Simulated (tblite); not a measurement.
Compound: C2H2N2OS.
Bonds: O1–C2, C2–N3 (aromatic), N3–N4 (aromatic), N4–C5 (aromatic), C5–S6 (aromatic), C2–S6 (aromatic). Hydrogens: H7 on O1; H8 on C5.

Computed with GFN2-xTB (tblite), gas phase: L-BFGS steps from a force-field or distance-geometry start until the largest atomic force falls under 0.01 eV/Å.

Step 12: E = -501.5185 eV
```
atom  x, y, z in Å  |  force x, y, z in eV/Å
O1      2.0938   -0.2361    0.6508    0.109  -0.095  -0.159
C2      0.7951   -0.2128    0.4409   -0.069   0.108  -0.028
N3      0.1052   -1.2103    0.0321   -0.093   0.049   0.116
N4     -1.1947   -0.9681   -0.0264   -0.173  -0.071   0.000
C5     -1.5372    0.2145    0.3158    0.041  -0.111  -0.098
S6     -0.2045    1.2323    0.7716    0.048   0.028   0.059
H7      2.5021    0.6240    0.5047    0.043   0.101   0.124
H8     -2.5508    0.5659    0.3208    0.094  -0.009  -0.015
```

Step 13: E = -501.5230 eV
```
atom  x, y, z in Å  |  force x, y, z in eV/Å
O1      2.0946   -0.2327    0.6377    0.085  -0.094  -0.156
C2      0.7912   -0.2178    0.4413    0.101   0.113  -0.027
N3      0.1013   -1.2190    0.0380   -0.077   0.129   0.092
N4     -1.1977   -0.9698   -0.0262   -0.158  -0.090   0.005
C5     -1.5350    0.2159    0.3080    0.015  -0.109  -0.017
S6     -0.1996    1.2274    0.7725    0.007   0.048   0.024
H7      2.5012    0.6344    0.5153   -0.051   0.013   0.126
H8     -2.5469    0.5709    0.3237    0.078  -0.010  -0.046
```

Question: Estimate the geometry and energy of step 14. (The exact step hangs on the optimiser's Hessian estimate; all steps are aligned on step 13, rigid shifts and turns removed.)

Answer: E = -501.5266 eV, largest force 0.188 eV/Å
```
atom  x, y, z in Å  |  force x, y, z in eV/Å
O1      2.0961   -0.2315    0.6234    0.070  -0.055  -0.148
C2      0.7891   -0.2190    0.4411    0.136   0.038  -0.041
N3      0.0967   -1.2237    0.0447    0.005   0.160   0.057
N4     -1.2020   -0.9728   -0.0255   -0.060  -0.070   0.029
C5     -1.5332    0.2155    0.3013   -0.025  -0.051   0.067
S6     -0.1962    1.2245    0.7741   -0.039   0.046  -0.021
H7      2.5010    0.6421    0.5264   -0.120  -0.072   0.125
H8     -2.5424    0.5741    0.3249    0.032   0.004  -0.068
```

The energy changes by -0.0036 eV. The first-order estimate −F·Δx gives -0.0051 eV and the mean of the old and new forces, exact on a quadratic surface, -0.0036 eV. The step makes an angle of 60° with the force vector and moves no atom by more than 0.014 Å.

The cost below is that of the whole relaxation. Hardware: one thread of an Arm Neoverse V1, shared host. Cost: 0.13 s wall.
